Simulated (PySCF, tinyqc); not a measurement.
Worked calculation: CIS and TDHF on RHF in the sto-3g basis, frozen core, for BH, spin multiplicity 1. The lowest restricted solution is unstable here: a spin-polarised one lies 0.0115 hartree lower (PySCF). Computed by tinyqc, a small Python program that keeps every step (integrals from PySCF). Settings: charge = 0, multiplicity = 1, basis = sto-3g, method = RHF, frozen orbitals = 1, energy threshold = 1e-10, iteration cap = 51, orthogonalisation = canonical, start = atomic densities, DIIS depth = 6, TDHF = 1. Command: `OMP_NUM_THREADS=1 python tinyqc.py 25359 25360 out.jsonl` (the two numbers bound the seeds that draw the settings). One thread of a shared host (Intel(R) Xeon(R) Processor @ 2.60GHz), about 0.08 s of CPU time with the checks. The early iterations of the SCF are left out here.

## One-electron integrals

Geometry (angstrom):
```
atom         x         y         z
B     0.000000  0.000000  0.000000
H     0.000000  0.000000  1.197000
```

Basis sto-3g: exponents (1/bohr^2) and contraction coefficients of normalised primitives:
```
element  l (shell)   exponent  coefficient
B            s (1)  48.791113     0.154329
B            s (1)   8.887362     0.535328
B            s (1)   2.405267     0.444635
B            s (2)   2.236956    -0.099967
B            s (2)   0.519821     0.399513
B            s (2)   0.169062     0.700115
B            p (3)   2.236956     0.155916
B            p (3)   0.519821     0.607684
B            p (3)   0.169062     0.391957
H            s (1)   3.425251     0.154329
H            s (1)   0.623914     0.535328
H            s (1)   0.168855     0.444635
```

Overlap, kinetic and nuclear-attraction integrals over the contracted functions; the nuclear repulsion is the sum of Za Zb / Rab.

nuclear repulsion = 2.21043112 hartree

overlap S, lower triangle:
```
           1B 1s     1B 2s    1B 2px    1B 2py    1B 2pz     2H 1s
1B 1s   1.000000
1B 2s   0.269328  1.000000
1B 2px  0.000000  0.000000  1.000000
1B 2py  0.000000  0.000000  0.000000  1.000000
1B 2pz  0.000000  0.000000  0.000000  0.000000  1.000000
2H 1s   0.065441  0.472259  0.000000  0.000000  0.485787  1.000000
```

kinetic energy T (hartree), lower triangle:
```
            1B 1s     1B 2s    1B 2px    1B 2py    1B 2pz     2H 1s
1B 1s   10.826302
1B 2s   -0.047967  0.359168
1B 2px   0.000000  0.000000  1.123881
1B 2py   0.000000  0.000000  0.000000  1.123881
1B 2pz   0.000000  0.000000  0.000000  0.000000  1.123881
2H 1s   -0.014307  0.086660  0.000000  0.000000  0.226348  0.760032
```

nuclear attraction V (hartree), lower triangle:
```
             1B 1s      1B 2s     1B 2px     1B 2py     1B 2pz      2H 1s
1B 1s   -23.589474
1B 2s    -3.258428  -4.198453
1B 2px    0.000000   0.000000  -4.128227
1B 2py    0.000000   0.000000   0.000000  -4.128227
1B 2pz   -0.018366  -0.160338   0.000000   0.000000  -4.248347
2H 1s    -0.800190  -1.788726   0.000000   0.000000  -1.771539  -3.405852
```

core Hamiltonian H = T + V (hartree), lower triangle:
```
             1B 1s      1B 2s     1B 2px     1B 2py     1B 2pz      2H 1s
1B 1s   -12.763172
1B 2s    -3.306396  -3.839285
1B 2px    0.000000   0.000000  -3.004347
1B 2py    0.000000   0.000000   0.000000  -3.004347
1B 2pz   -0.018366  -0.160338   0.000000   0.000000  -3.124467
2H 1s    -0.814498  -1.702066   0.000000   0.000000  -1.545191  -2.645820
```

## Two-electron integrals

Functions are numbered as in S; the eight-fold symmetry (ij|kl) = (ji|kl) = (kl|ij) leaves the list below.

Two-electron integrals (ij|kl) in chemists' order, unique and non-zero (hartree):
```
(11|11) 2.923513   (21|11) 0.518376   (21|21) 0.109262   (22|11) 0.744229
(22|21) 0.193177   (22|22) 0.544804   (31|31) 0.020264   (32|31) 0.029996
(32|32) 0.120346   (33|11) 0.742491   (33|21) 0.193240   (33|22) 0.544682
(33|33) 0.586773   (41|41) 0.020264   (42|41) 0.029996   (42|42) 0.120346
(43|43) 0.031630   (44|11) 0.742491   (44|21) 0.193240   (44|22) 0.544682
(44|33) 0.523513   (44|44) 0.586773   (51|51) 0.020264   (52|51) 0.029996
(52|52) 0.120346   (53|53) 0.031630   (54|54) 0.031630   (55|11) 0.742491
(55|21) 0.193240   (55|22) 0.544682   (55|33) 0.523513   (55|44) 0.523513
(55|55) 0.586773   (61|11) 0.125740   (61|21) 0.026403   (61|22) 0.046797
(61|33) 0.046566   (61|44) 0.046566   (61|51) 0.001939   (61|52) 0.003547
(61|55) 0.047287   (61|61) 0.006587   (62|11) 0.282883   (62|21) 0.074453
(62|22) 0.228545   (62|33) 0.222216   (62|44) 0.222216   (62|51) 0.008218
(62|52) 0.048467   (62|55) 0.240995   (62|61) 0.019186   (62|62) 0.128335
(63|31) 0.007731   (63|32) 0.035377   (63|53) 0.009244   (63|63) 0.014811
(64|41) 0.007731   (64|42) 0.035377   (64|54) 0.009244   (64|64) 0.014811
(65|11) 0.257275   (65|21) 0.068650   (65|22) 0.222418   (65|33) 0.210545
(65|44) 0.210545   (65|51) 0.014334   (65|52) 0.078797   (65|55) 0.245934
(65|61) 0.018627   (65|62) 0.146565   (65|65) 0.178789   (66|11) 0.435188
(66|21) 0.116713   (66|22) 0.403488   (66|33) 0.379269   (66|44) 0.379269
(66|51) 0.016367   (66|52) 0.125695   (66|55) 0.451509   (66|61) 0.030760
(66|62) 0.283353   (66|65) 0.352893   (66|66) 0.774606
```

## Orthogonalisation

S = U s U^T; canonical form X = U s^(-1/2), so that X^T S X = 1. Each column of U has its largest component positive (the first on a tie).

eigenvalues of S: 0.310277  0.796318  1.000000  1.000000  1.167969  1.725436

X:
```
                1          2         3          4          5         6
1B 1s    0.250852   0.797697  0.000000   0.000000   0.590467  0.196389
1B 2s   -0.941897  -0.550410  0.000000   0.000000   0.414270  0.405018
1B 2px   0.000000   0.000000  0.518102   0.855319   0.000000  0.000000
1B 2py   0.000000   0.000000  0.855319  -0.518102   0.000000  0.000000
1B 2pz  -0.868118   0.518831  0.000000   0.000000  -0.547763  0.341620
2H 1s    1.232558  -0.217537  0.000000   0.000000  -0.189398  0.510148
```

Within a degenerate level the vectors are fixed only up to a rotation; this is one choice.

## Iteration 7 (converged): orbitals

converged F (hartree), lower triangle:
```
            1B 1s      1B 2s    1B 2px    1B 2py     1B 2pz      2H 1s
1B 1s   -7.332812
1B 2s   -2.144032  -1.028664
1B 2px   0.000000   0.000000  0.270233
1B 2py   0.000000   0.000000  0.000000  0.270233
1B 2pz  -0.023318  -0.063864  0.000000  0.000000  -0.134239
2H 1s   -0.537090  -0.551141  0.000000  0.000000  -0.418434  -0.422134
```

Diagonalise F' = X^T F X, C = X C', fill 3 alpha and 3 beta electrons from the bottom; D = 2 C_occ C_occ^T. Each column has its largest component positive (the first on a tie).

F' = X^T F X (hartree), lower triangle:
```
           1          2         3         4          5          6
1   0.645396
2  -0.490610  -2.985002
3   0.000000   0.000000  0.270233
4   0.000000   0.000000  0.000000  0.270233
5  -0.206654  -3.106590  0.000000  0.000000  -3.673607
6  -0.170627  -1.439423  0.000000  0.000000  -1.713261  -1.420181
```

orbital energies (hartree): MO1 -7.337603, MO2 -0.583845, MO3 -0.245837, MO4 0.270233, MO5 0.270233, MO6 0.733890

coefficients C:
```
              MO1        MO2        MO3        MO4       MO5        MO6
1B 1s    0.992091  -0.206325  -0.203390   0.000000  0.000000   0.135224
1B 2s    0.029934   0.567954   0.793126   0.000000  0.000000  -0.757142
1B 2px   0.000000   0.000000   0.000000   0.935112  0.354352   0.000000
1B 2py   0.000000   0.000000   0.000000  -0.354352  0.935112   0.000000
1B 2pz   0.006764   0.225529  -0.581149   0.000000  0.000000  -1.025144
2H 1s   -0.007527   0.518793  -0.370438   0.000000  0.000000   1.206738
```

D after iteration 7, lower triangle:
```
            1B 1s      1B 2s    1B 2px    1B 2py    1B 2pz     2H 1s
1B 1s    2.136364
1B 2s   -0.497599   1.905031
1B 2px   0.000000   0.000000  0.000000
1B 2py   0.000000   0.000000  0.000000  0.000000
1B 2pz   0.156758  -0.665263  0.000000  0.000000  0.777286
2H 1s   -0.078328   0.001242  0.000000  0.000000  0.664464  0.812856
```

Within a degenerate level the vectors are fixed only up to a rotation; this is one choice.

## Convergence

Stop when the energy changes by less than 1e-10 hartree and every element of the error matrix X^T (F D S - S D F) X is below 3e-06.

Course of the cycle:
```
iteration   E (hartree)     change  largest element of the error matrix
1          -24.74284093          -                             4.94e-01
2          -24.74477368  -1.93e-03                             6.96e-02
3          -24.75252066  -7.75e-03                             2.02e-02
4          -24.75284505  -3.24e-04                             3.06e-03
5          -24.75285272  -7.67e-06                             3.39e-05
6          -24.75285272  -1.41e-09                             1.63e-06
7          -24.75285272  -2.62e-12                             8.78e-09
```

PySCF RHF in the same basis = -24.75285272 hartree

Converged in 7 iterations.

## Integrals over molecular orbitals

(pq|rs) = sum C_ip C_jq C_kr C_ls (ij|kl), one index at a time.

one-electron integrals over orbitals h = C^T H C (hartree), lower triangle:
```
            1          2          3          4          5          6
1  -12.749421
2    0.262001  -3.107511
3    0.244394  -0.124756  -2.939068
4    0.000000   0.000000   0.000000  -3.004347
5    0.000000   0.000000   0.000000   0.000000  -3.004347
6   -0.154896   0.467814  -0.197366   0.000000   0.000000  -2.470035
```

Two-electron integrals over orbitals (pq|rs), unique and non-zero (hartree); the lowest 1 orbital is frozen and left out:
```
(22|22) 0.590081    (32|22) -0.073378   (32|32) 0.063414    (33|22) 0.415617
(33|32) 0.049426    (33|33) 0.569871    (42|42) 0.059604    (43|42) 0.043025
(43|43) 0.063936    (44|22) 0.460976    (44|32) 0.043327    (44|33) 0.506948
(44|44) 0.586773    (52|52) 0.059604    (53|52) 0.043025    (53|53) 0.063936
(54|54) 0.031630    (55|22) 0.460976    (55|32) 0.043327    (55|33) 0.506948
(55|44) 0.523513    (55|55) 0.586773    (62|22) 0.004559    (62|32) -0.051960
(62|33) -0.034837   (62|44) -0.091496   (62|55) -0.091496   (62|62) 0.121914
(63|22) -0.054234   (63|32) 0.053690    (63|33) 0.076404    (63|44) 0.038870
(63|55) 0.038870    (63|62) -0.052781   (63|63) 0.073515    (64|42) -0.036800
(64|43) -0.014242   (64|64) 0.033032    (65|52) -0.036800   (65|53) -0.014242
(65|65) 0.033032    (66|22) 0.582262    (66|32) -0.062818   (66|33) 0.456984
(66|44) 0.476934    (66|55) 0.476934    (66|62) 0.016000    (66|63) -0.042132
(66|66) 0.615326
```

## CIS matrix, singlets

A(ia,jb) = (e_a - e_i) d_ij d_ab + 2 (ia|jb) - (ij|ab).

CIS matrix A, singlet (hartree), lower triangle:
```
          2>4       2>5        2>6       3>4       3>5       3>6
2>4  0.512308
2>5  0.000000  0.512308
2>6  0.000000  0.000000   0.979300
3>4  0.042723  0.000000   0.000000  0.136993
3>5  0.000000  0.042723   0.000000  0.000000  0.136993
3>6  0.000000  0.000000  -0.042744  0.000000  0.000000  0.669772
```

## CIS singlet states

dipole integrals <i|r|a> (bohr):
```
            x          y          z
2>4  0.665064  -0.252020   0.000000
2>5  0.252020   0.665064   0.000000
2>6  0.000000   0.000000   0.643328
3>4  0.572325  -0.216877   0.000000
3>5  0.216877   0.572325   0.000000
3>6  0.000000   0.000000  -0.910256
```

Diagonalise A (1 hartree = 27.211386 eV); each vector has its largest component positive (the first on a tie). The transition dipole is mu = sqrt2 sum c_ia <i|r|a>.

singlet excitation energies (eV): 3.597103  3.597103  14.071286  14.071286  18.067757  26.805790

lowest vectors:
```
       state 1    state 2   state 3    state 4   state 5    state 6
2>4  -0.110686   0.014944  0.967693  -0.226042  0.000000   0.000000
2>5  -0.014944  -0.110686  0.226042   0.967693  0.000000   0.000000
2>6   0.000000   0.000000  0.000000   0.000000  0.134328   0.990937
3>4   0.984807  -0.132965  0.108762  -0.025406  0.000000   0.000000
3>5   0.132965   0.984807  0.025406   0.108762  0.000000   0.000000
3>6   0.000000   0.000000  0.000000   0.000000  0.990937  -0.134328
```

oscillator strengths 2/3 w |mu|^2: 0.049281  0.049281  0.414249  0.414249  0.588892  0.758196

Within a degenerate level the vectors are fixed only up to a rotation; this is one choice.

## TDHF (RPA) singlet states

B(ia,jb) = 2 (ia|jb) - (ib|ja); the squared energies are the eigenvalues of (A - B)(A + B); 1 hartree = 27.211386 eV.

TDHF matrix B, singlet (hartree), lower triangle:
```
          2>4       2>5        2>6       3>4       3>5       3>6
2>4  0.059604
2>5  0.000000  0.059604
2>6  0.000000  0.000000   0.121914
3>4  0.043025  0.000000   0.000000  0.063936
3>5  0.000000  0.043025   0.000000  0.000000  0.063936
3>6  0.000000  0.000000  -0.052781  0.000000  0.000000  0.073515
```

squared energies w^2 (hartree^2): 0.013690  0.013690  0.259844  0.259844  0.435501  0.949938

TDHF energies from the positive w^2 (eV): 3.183898  3.183898  13.870986  13.870986  17.957468  26.521515

## CIS matrix, triplets

A(ia,jb) = (e_a - e_i) d_ij d_ab - (ij|ab).

CIS matrix A, triplet (hartree), lower triangle:
```
           2>4        2>5       2>6       3>4       3>5       3>6
2>4   0.393101
2>5   0.000000   0.393101
2>6   0.000000   0.000000  0.735473
3>4  -0.043327   0.000000  0.000000  0.009121
3>5   0.000000  -0.043327  0.000000  0.000000  0.009121
3>6   0.000000   0.000000  0.062818  0.000000  0.000000  0.522743
```

## CIS triplet states

Diagonalise A (1 hartree = 27.211386 eV); each vector has its largest component positive (the first on a tie).

triplet excitation energies (eV): 0.116818  0.116818  10.828203  10.828203  13.757473  20.480321

lowest vectors:
```
      state 1    state 2    state 3    state 4    state 5   state 6
2>4  0.078338  -0.078286   0.853981  -0.508381   0.000000  0.000000
2>5  0.078286   0.078338   0.508381   0.853981   0.000000  0.000000
2>6  0.000000   0.000000   0.000000   0.000000  -0.263584  0.964636
3>4  0.702992  -0.702522  -0.095163   0.056651   0.000000  0.000000
3>5  0.702522   0.702992  -0.056651  -0.095163   0.000000  0.000000
3>6  0.000000   0.000000   0.000000   0.000000   0.964636  0.263584
```

Within a degenerate level the vectors are fixed only up to a rotation; this is one choice.

## TDHF (RPA) triplet states

B(ia,jb) = - (ib|ja); the squared energies are the eigenvalues of (A - B)(A + B); 1 hartree = 27.211386 eV.

TDHF matrix B, triplet (hartree), lower triangle:
```
           2>4        2>5        2>6        3>4        3>5        3>6
2>4  -0.059604
2>5   0.000000  -0.059604
2>6   0.000000   0.000000  -0.121914
3>4  -0.043025   0.000000   0.000000  -0.063936
3>5   0.000000  -0.043025   0.000000   0.000000  -0.063936
3>6   0.000000   0.000000   0.052781   0.000000   0.000000  -0.073515
```

squared energies w^2 (hartree^2): -0.005578  -0.005578  0.152601  0.152601  0.241760  0.554474

TDHF energies from the positive w^2 (eV): 10.629916  10.629916  13.379581  20.262420

A + B or A - B has a negative eigenvalue: the restricted solution is unstable towards a spin-polarised one, a negative w^2 means an imaginary energy, and the lowest roots have no physical meaning.
